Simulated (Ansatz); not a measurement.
Basis-set extrapolation for `SCCS` (PBE0-D4/def2-TZVP geometry, frozen core, Ansatz 0.2.0). Multiplicity 1, RHF reference.

```
                      def2-TZVPP   def2-QZVPP
                 HF  -874.340560  -874.367062
    MP2 correlation    -0.709713    -0.763703
CCSD(T) correlation    -0.798401    -0.848212
```

Energies in hartree. Use E(X) = E(∞) + A·exp(−7.88·√X) for Hartree–Fock and E(X) = E(∞) + B·X^(−2.97) for correlation, with X = 3 and 4.

Question: What is the CCSD(T) energy at the basis-set limit?

Answer: HF limit: -874.367062 + (-0.026502) × 0.13774 = -874.37071. Correlation limit: -0.848212 + (-0.049811) × 0.74074 = -0.88511. Total: -875.25582 hartree, 3.18 eV below CCSD(T)/def2-TZVPP.
